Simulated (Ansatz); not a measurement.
# C4H7N: the cost of one run

Method: RKS PBE0-D4/STO-3G, in Ansatz 0.2.0.

## 1. The structure to begin with

Bond lengths: C1–C2 1.474 Å, C2–C3 1.416 Å, C2–C4 1.460 Å, C3–C4 1.226 Å, C4–N5 1.354 Å, C1–H6 1.130 Å, C1–H7 1.115 Å, C1–H8 1.032 Å, C2–H9 1.080 Å, C3–H10 1.108 Å, N5–H11 0.999 Å, N5–H12 0.994 Å. Angles (14 of 21 angles, heavy atoms first): C1–C2–C3 118.7°, C1–C2–C4 121.5°, C3–C2–C4 50.4°, C2–C3–C4 66.6°, C2–C4–C3 62.9°, C2–C4–N5 134.0°, C3–C4–N5 162.8°, C1–C2–H9 115.2°, C3–C2–H9 116.6°, C4–C2–H9 118.9°, C2–C1–H6 108.9°, C2–C1–H7 107.5°, C2–C1–H8 115.5°, C2–C3–H10 146.5°.

As a file:

```xyz
12

C    -0.9712    0.2718    1.1498
C    -0.0663    0.7415    0.0850
C     1.3056    0.3989    0.1590
C     0.7039   -0.1940   -0.7289
N     0.3884   -1.0528   -1.7272
H    -1.0535    1.0758    1.9402
H    -2.0007    0.2348    0.7219
H    -0.7211   -0.6331    1.5775
H    -0.3001    1.7148   -0.3203
H     2.2689    0.5502    0.6858
H     1.0716   -1.7790   -1.7877
H    -0.5484   -1.3840   -1.7212
```

## 2. Relaxing end A

input.yaml

```yaml
crystal:
  periodic: [false, false, false]
  atoms:
    - { symbol: C, position_ang: [-0.9712, 0.2718, 1.1498] }
    - { symbol: C, position_ang: [-0.0663, 0.7415, 0.085] }
    - { symbol: C, position_ang: [1.3056, 0.3989, 0.159] }
    - { symbol: C, position_ang: [0.7039, -0.194, -0.7289] }
    - { symbol: "N", position_ang: [0.3884, -1.0528, -1.7272] }
    - { symbol: H, position_ang: [-1.0535, 1.0758, 1.9402] }
    - { symbol: H, position_ang: [-2.0007, 0.2348, 0.7219] }
    - { symbol: H, position_ang: [-0.7211, -0.6331, 1.5775] }
    - { symbol: H, position_ang: [-0.3001, 1.7148, -0.3203] }
    - { symbol: H, position_ang: [2.2689, 0.5502, 0.6858] }
    - { symbol: H, position_ang: [1.0716, -1.779, -1.7877] }
    - { symbol: H, position_ang: [-0.5484, -1.384, -1.7212] }
basis:
  gaussian: { orbitals: STO-3G }
hamiltonian:
  xc: pbe0
  dispersion: d4
relax:
  f_tol: 0.015
  max_steps: 40
```

Launch:

```sh
ansatz run input.yaml --threads 1 --pin off --max-ram 2048MiB --backend cpu --events-out ev --progress --plain --runs-dir out
```

Q: Estimate wall time and peak memory on 1 thread of Arm Neoverse V1, shared host.

About 22 s, with a peak of 0.1 GiB.
